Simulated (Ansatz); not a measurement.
**PF (triplet): the correlation ladder, def2-TZVPP**

The task here is to estimate one member of a computed series from the others.

Computed with Ansatz 0.2.0, Gaussian basis. Level: def2-TZVPP, core rule «outside noble gas», up to 6 orbitals frozen.

To be run: UHF; ROHF; CCSD(T) on UHF.

2 further runs of the same task are left out: 2 set aside as unsound or not needed.

## What is computed

The geometry is a PBE0/def2-TZVP stationary point (not a proven minimum).

2 atoms, charge 0, spin multiplicity 3.

Atoms are counted from 1 here; the program's logs count them from 0.

Bond lengths: F1–P2 1.593 Å.

Set-up of the first run:

in.yaml

```yaml
crystal:
  periodic: [false, false, false]
  atoms:
    - {symbol: F, position_ang: [0.000000, 0.000000, 0.000000]}
    - {symbol: P, position_ang: [0.000000, 0.000000, 1.593400]}
basis:
  gaussian: {orbitals: def2-TZVPP}
magnetization: {spin_polarized: true, initial_magnetization: 2}
hamiltonian: {xc: hf}
output: {orbitals: {seedname: orbitals}}
```

Run with:

```
ansatz run in.yaml --threads 1 --pin off --events-out ev --progress --plain --max-ram 3968MiB --backend cpu
```

Among the steps run: UHF; ROHF; CCSD(T) on UHF.

One of the session's tables, all rows but one given; the rest of the session is left out.

```
  method  from UCCSD(T) (kJ/mol)
    ROHF                 +1007.4
     UHF                       ?
    UMP2                   +76.1
   UCCSD                   +32.2
UCCSD(T)                       0
```

Q: Estimate the row for UHF from the others.

As computed: from UCCSD(T) (kJ/mol): +989.0. In the column «from UCCSD(T) (kJ/mol)» it lies between UMP2 (+76.1) and ROHF (+1007.4).

With the free atoms at the same levels and basis (separate runs), the atomisation energy is 4.399 eV at UCCSD(T), 2.750 eV at ROHF.
